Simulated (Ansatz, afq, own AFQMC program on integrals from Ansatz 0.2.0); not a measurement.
## CH3B, triplet: a scan with AFQMC

```xyz
5

B     0.0000    0.0504    0.7398
C     0.0000   -0.1015   -0.7490
H     0.0000    1.1489    1.2274
H     0.0000   -0.9087    1.4552
H     0.0000    0.4289   -1.6923
```

The B1–C2 distance is changed with both sides rigid. Energies in mEh count from this geometry (1.496 Å) at the same level; the start stands on UHF, each point on the determinant named.

Basis cc-pVDZ. Only valence electrons are correlated. Ansatz 0.2.0 and our own AFQMC program on the same integrals; the CISD trial comes from CCSD amplitudes, and released means the phaseless constraint is let go. Error bars are statistical, one sigma.

Cautions, each for one point or more: a spin-contaminated unrestricted determinant lies lower; an unrestricted solution with more broken spin lies lower; cluster runs in doubt by the program's own checks; higher spins were not checked; lower spins were not checked; the search met a lower determinant of the same kind, perhaps of another symmetry.

```csv
r(B1–C2) / Å,det.,T1,weight,⟨S²⟩,CCSD(T),ph-AFQMC/CISD,released AFQMC,CCSDT(Q),B3LYP,PBE
1.673,UHF,0.019,0.90,2.02,8.3,9.3 ± 0.5,7.5 ± 0.6,8.2,11.7,11.3
2.018,UHF,0.026,0.89,2.04,61.7,61.9 ± 0.6,–,61.2,67.4,65.9
2.809,ROHF¶,0.030,0.83,pure,166.9,170.2 ± 0.8,166.1 ± 1.4*,164.6,174.4,172.7
4.101,UHF,0.010,0.90,2.01,188.1,189.2 ± 0.4,188.1 ± 0.6,188.2,198.2,209.3§
```

Weight is that of the determinant in the CISD state; at the start T1 is 0.017 and the weight 0.91, and ⟨S²⟩ is 2.02. ¶ marks points with a poor determinant and no full CI, where no value is sure; they don't count among the departures. An asterisk marks released energies that aren't shown to be converged. A dash marks a missing value, a released energy that hasn't settled or a functional that sits on another state. § marks a functional whose ⟨S²⟩ is too high by over 0.1. Largest departures from CCSDT(Q), at the points where its series has closed: CCSD(T) 0.6 mEh at 2.018 (on UHF), ph-AFQMC/CISD 1.1 mEh at 1.673 (on UHF), released AFQMC -0.7 mEh at 1.673 (on UHF) (within the noise), B3LYP 10.0 mEh at 4.101, PBE 4.7 mEh at 2.018. Functionals count only at points shown to share the start's state and spin. In this small basis the wave-function levels are far from their limit, so their gap to the functionals isn't the functionals' error.

Some points may be missing: those where a free walk finds a much lower state, and past Zn most of those on another determinant than at the start.

A walk keeps the symmetry of its determinant, which the program's search chose and which needn't be the lowest solution, so a lower state of the same spin and another symmetry isn't excluded.
